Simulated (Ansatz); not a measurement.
**BSiPH+ (quintet): wave-function methods side by side, cc-pVTZ**

One table from this session's results is given with a row withheld; the runs are named, their logs left out.

Method: cc-pVTZ, core rule «outside noble gas», up to 11 orbitals frozen; program: Ansatz 0.2.0, Gaussian basis.

The runs, in order: UHF; CCSD(T) on ROHF; CCSD(T) on UHF; BCCD(T) on ROHF; CCSDT(Q) on ROHF; CCSDT(Q) on UHF.

4 further runs of the same task are left out: 1 for a known fault of the program, 3 set aside as unsound or not needed.

**The geometry**

The geometry is a PBE0/def2-TZVP stationary point (not a proven minimum) of the parent state, kept for this charge and spin.

4 atoms, charge 1, spin multiplicity 5.

Atoms are counted from 1 here; the program's logs count them from 0.

Bond lengths: B1–Si2 1.805 Å, B1–H4 1.177 Å, Si2–P3 2.101 Å. Angles: Si2–B1–H4 180.0°, B1–Si2–P3 180.0°.

Coordinates:

```xyz
4

B     0.0000    0.0000    1.1336
Si    0.0000    0.0000   -0.6717
P     0.0000    0.0000   -2.7728
H     0.0000    0.0000    2.3110
```

The first run:

Contents of in.yaml:

```yaml
crystal:
  periodic: [false, false, false]
  atoms:
    - {symbol: B, position_ang: [0.000000, 0.000000, 1.133575]}
    - {symbol: Si, position_ang: [0.000000, 0.000000, -0.671725]}
    - {symbol: P, position_ang: [0.000000, 0.000000, -2.772825]}
    - {symbol: H, position_ang: [0.000000, 0.000000, 2.310975]}
basis:
  gaussian: {orbitals: cc-pVTZ}
total_charge: 1
magnetization: {spin_polarized: true, initial_magnetization: 4}
hamiltonian: {xc: hf}
output: {orbitals: {seedname: orbitals}}
```

Command:

```
$ ansatz run in.yaml --threads 1 --pin off --events-out ev --progress --plain --max-ram 4096MiB --backend cpu
```

Steps of the session up to this table: UHF; CCSD(T) on ROHF; CCSD(T) on UHF; BCCD(T) on ROHF; CCSDT(Q) on ROHF; CCSDT(Q) on UHF.

One table of the session follows, with a row left open; its other results are not shown here.

| method | from RCCSDT(Q) (kJ/mol) |
| --- | --- |
| ROHF | +804.7 |
| UHF | ? |
| RMP2 | +152.5 |
| UMP2 | +160.5 |
| RCCSD | +46.1 |
| UCCSD | +45.1 |
| RCCSD(T) | +8.4 |
| UCCSD(T) | +8.5 |
| BCCD(T) | +8.5 |
| RCCSDT | +2.4 |
| UCCSDT | +2.1 |
| RCCSDT(Q) | 0 |
| UCCSDT(Q) | -0.3 |

Estimate the missing values for UHF.

**Answer.** from RCCSDT(Q) (kJ/mol): +776.2. In the column «from RCCSDT(Q) (kJ/mol)» it lies between UMP2 (+160.5) and ROHF (+804.7).

Limits of these values: Restricted and unrestricted rows rest on different reference determinants; where their highest levels disagree by more than a few hundredths of an eV, they describe different states and don't form one ladder.
